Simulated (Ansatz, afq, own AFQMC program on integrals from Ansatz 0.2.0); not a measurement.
# SiH₄ + Cl, doublet in cc-pVTZ along one coordinate

```yaml
atoms:
  - { symbol: Si, position_ang: [-1.7000, 0.0000, 0.0000] }
  - { symbol: H, position_ang: [-2.1948, 1.3997, 0.0000] }
  - { symbol: H, position_ang: [-2.1948, -0.6999, 1.2122] }
  - { symbol: H, position_ang: [-2.1948, -0.6999, -1.2122] }
  - { symbol: H, position_ang: [-0.2154, 0.0000, 0.0000] }
  - { symbol: Cl, position_ang: [1.5400, 0.0000, 0.0000] }
```

A hydrogen atom is moved from one rigid fragment to the other; the Si1–H5 distance tells how far. The two fragments are held close together, so this isn't a minimum-energy path and the start is a compressed complex. Energies in eV count from this geometry (1.485 Å) at the same level; the start stands on UHF, each point on the determinant named.

Basis cc-pVTZ. Noble-gas cores (and the filled d shells of Ga–Kr and In–Xe) are frozen. Ansatz 0.2.0 and our own AFQMC program on the same integrals; the CISD trial comes from CCSD amplitudes, and released means the phaseless constraint is let go. Error bars are statistical, one sigma.

Cautions, each for one point or more: the ph-AFQMC/CISD walk drifts between its halves.

```json
{"r(Si1–H5) / Å": "1.600", "det.": "UHF", "T1": "0.015", "weight": "0.85", "⟨S²⟩": "0.78", "CCSD(T)": "-0.059", "ph-AFQMC/CISD": "-0.056 ± 0.009", "released AFQMC": "-0.055 ± 0.016", "wB97M-V": "-0.063", "r2SCAN": "-0.117"}
{"r(Si1–H5) / Å": "1.658", "det.": "UHF", "T1": "0.015", "weight": "0.85", "⟨S²⟩": "0.78", "CCSD(T)": "-0.076", "ph-AFQMC/CISD": "-0.064 ± 0.008", "released AFQMC": "–", "wB97M-V": "-0.078", "r2SCAN": "-0.153"}
{"r(Si1–H5) / Å": "1.716", "det.": "UHF", "T1": "0.014", "weight": "0.85", "⟨S²⟩": "0.78", "CCSD(T)": "-0.101", "ph-AFQMC/CISD": "-0.094 ± 0.009", "released AFQMC": "-0.096 ± 0.015", "wB97M-V": "-0.096", "r2SCAN": "-0.185"}
{"r(Si1–H5) / Å": "1.774", "det.": "UHF", "T1": "0.014", "weight": "0.85", "⟨S²⟩": "0.78", "CCSD(T)": "-0.134", "ph-AFQMC/CISD": "-0.115 ± 0.008", "released AFQMC": "–", "wB97M-V": "-0.121", "r2SCAN": "-0.216"}
{"r(Si1–H5) / Å": "1.890", "det.": "UHF", "T1": "0.012", "weight": "0.85", "⟨S²⟩": "0.77", "CCSD(T)": "-0.193", "ph-AFQMC/CISD": "-0.185 ± 0.008", "released AFQMC": "–", "wB97M-V": "-0.158", "r2SCAN": "-0.241"}
```

Weight is that of the determinant in the CISD state; at the start T1 is 0.015 and the weight 0.85, and ⟨S²⟩ is 0.77. A dash marks a missing value, a released energy that hasn't settled or a functional that sits on another state. Largest departures from phaseless AFQMC with a CISD trial: CCSD(T) -0.019 eV at 1.774 (on UHF), released AFQMC -0.002 eV at 1.716 (on UHF) (within the noise), wB97M-V 0.027 eV at 1.890, r2SCAN -0.100 eV at 1.774. The walk's constraint bias lies outside its error bars, so these are departures and not errors. Functionals count only at points shown to share the start's state and spin.

Some points may be missing: those where a free walk finds a much lower state, and past Zn most of those on another determinant than at the start.

A walk keeps the symmetry of its determinant, which the program's search chose and which needn't be the lowest solution, so a lower state of the same spin and another symmetry isn't excluded. Released energies are given only where the last usable release times agree within the noise; a slower fall can still hide under it.
